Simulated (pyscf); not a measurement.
## 1,1-elimination: F–CH(F)–SiH(F)–O–SiH₃ → F–C:–SiH(F)–O–SiH₃ [singlet] + hydrogen fluoride (HF)

Gas phase, singlet surface, charge 0. Bonds broken: H5–C11, F10–C11. Bonds formed: H5–F10. PySCF, gas phase, ωB97X-D3(BJ)/def2-SVP geometries.

Transition state (Å):

```xyz
12

Si     0.6162    -0.1272     0.7740
F      1.0083     1.4082     0.4270
O     -0.8006    -0.0374     1.6115
Si    -2.0283     1.0526     1.9398
H     -0.2017    -1.7038    -0.2226
H      1.6158    -0.8349     1.5852
H     -2.5992     1.5600     0.6607
H     -3.0743     0.3308     2.7090
H     -1.4965     2.1901     2.7377
F      0.3330    -2.5652    -0.6552
C      0.7195    -0.8799    -0.9298
F      0.0261    -0.6312    -2.0167
```

One imaginary mode, 1328i cm⁻¹; descent along it reached the two sides named, in the forms told below.

```tsv
bond	change	reactant side (Å)	saddle	product side
H5–C11	breaks	1.107	1.424	2.8
F10–C11	breaks	1.366	1.751	2.575
H5–F10	forms	2.002	1.102	0.942
```

Electronic energies relative to the reactant's lowest minimum found (kcal/mol):

| level | barrier | reaction energy | reverse barrier |
|---|---|---|---|
| ωB97X-D3(BJ)/def2-TZVP | 115.8 | +88.2 | 27.6 |
| PBE/def2-TZVP | 103.0 | +87.8 | 15.2 |
| r²SCAN/def2-TZVP | 109.0 | +91.5 | 17.5 |
| B3LYP-D3(BJ)/def2-TZVP | 112.4 | +86.7 | 25.8 |
| PBE0-D3(BJ)/def2-TZVP | 112.8 | +91.1 | 21.7 |
| M06-2X/def2-TZVP | 116.6 | +89.0 | 27.5 |
| ωB97M-D3(BJ)/def2-TZVP | 112.7 | +85.6 | 27.1 |
| HF/def2-TZVP | 133.9 | +79.8 | 54.1 |

With ωB97M-D3(BJ)/def2-TZVP energies and thermal terms (ideal gas, 1 atm, RRHO with modes under 100 cm⁻¹ raised to 100, one conformer, R ln 2 for chiral ones without a mode under 150 cm⁻¹), in kcal/mol:

```json
[
 {"T (K)": "298", "ΔH‡": "108.2", "ΔG‡": "107.4", "ΔH": "+82.1", "ΔG": "+70.8"},
 {"T (K)": "600", "ΔH‡": "108.5", "ΔG‡": "106.4", "ΔH": "+82.7", "ΔG": "+59.0"},
 {"T (K)": "900", "ΔH‡": "108.5", "ΔG‡": "105.3", "ΔH": "+82.5", "ΔG": "+47.2"},
 {"T (K)": "1200", "ΔH‡": "108.3", "ΔG‡": "104.3", "ΔH": "+81.9", "ΔG": "+35.5"}
]
```

On the product side the descent ends in a complex, 4.4 kcal/mol under the separated species and 32.0 kcal/mol under the saddle at ωB97X-D3(BJ)/def2-TZVP. This saddle turned up in a search for another step; its sides and bond changes are read from the two ends of the descent. The same reactants have a lower exit, to F–CH•–F + F–SiH•–O–SiH₃ (no saddle counted: cutting one bond costs +88.2 kcal/mol at ωB97M-D3(BJ)/def2-TZVP, against +112.7 kcal/mol here). F–C:–SiH(F)–O–SiH₃ [singlet] is an excited spin state, 6.4 kcal/mol over the triplet at ωB97X-D3(BJ)/def2-TZVP. One saddle was located; it need not be the lowest between these sides. A restricted singlet here is unstable towards spin polarisation, as is usual where a triplet lies low; its energy is less safe.
